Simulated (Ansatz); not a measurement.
**hcp Mg**

Level of theory: LDA (Ansatz, an electronic-structure program, plane waves, PAW).

Settings: plane-wave cutoff 500 eV, 18×18×1 k mesh (along the axes of the cell as run), Fermi–Dirac smearing 0.1 eV, scalar-relativistic PAW data made under PBE.

Cell: relaxed at this level.

```
Property                               Result
----------------------------------  ---------
surface energy of the (10-11) face  0.73 J/m²
work function of the (10-11) face     3.88 eV
```

The slab of 12 atoms is relaxed and unreconstructed.
